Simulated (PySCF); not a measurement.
# CCl3F: the cost of one run

The runs use PySCF 2.14.0, with density-fitted response routines of our own; the level of theory stands in each step. All values are computed, except where a source is named. Atoms count from 0, in the outputs and in this text.

### 1 Starting geometry

5 atoms, charge 0, multiplicity 1; geometry from: MMFF94s. The atoms were then displaced at random by about 0.03 Å, so the start is not that level's minimum.

Bonds of the start (Å): F0–C1 1.38, C1–Cl2 1.74, C1–Cl3 1.68, C1–Cl4 1.78.

### 2 Optimising the geometry at PBE0-D3(BJ)/def2-SVP

What the job is given:

```
{"job": {"xc": "PBE0", "basis": "def2-SVP", "d3": "d3bj", "grid": 1, "shake": 0.03, "kind": "geom"}, "charge": 0, "multiplicity": 1}
F      0.057230    -0.103200     1.442760
C     -0.017230    -0.014880     0.063570
Cl     1.459520    -0.717640    -0.535160
Cl    -1.281820    -0.938960    -0.532240
Cl    -0.142860     1.664210    -0.501040
```

On the command line:

```
OMP_NUM_THREADS=1 python probes_run.py task.json out
```

One launch serves the whole session: the jobs run in the order shown.

**Question.** How long does this first job take on 1 thread of Arm Neoverse V1, shared host, and how much memory does it need?

About 15 s, with a peak of 0.34 GiB.
